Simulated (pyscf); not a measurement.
Structures and frequencies: ωB97X-D3(BJ)/def2-SVP in PySCF.

Estimate the classical barrier height and the reaction energy of `[GeH3]` [doublet] + `[SiH3][SiH3]` → `[GeH4]` + `[SiH2][SiH3]` [doublet] at PBE0-D3(BJ)/def2-TZVP. The step runs on the doublet surface, breaks H–Si and forms Ge–H; take the separated reactants as zero.

ΔE‡ = 4.3 kcal/mol, ΔE = +2.3 kcal/mol. ωB97M-D3(BJ)/def2-TZVP gives 9.9 kcal/mol and +4.7 kcal/mol. Zero-point energy shifts the barrier by -2.0 kcal/mol. It is a hydrogen abstraction, with an imaginary mode of 1423i cm⁻¹. One saddle was located; it need not be the lowest between these sides. The angle at the transferred H is 176°. Elements up to Kr have no core potential and no relativistic terms here.
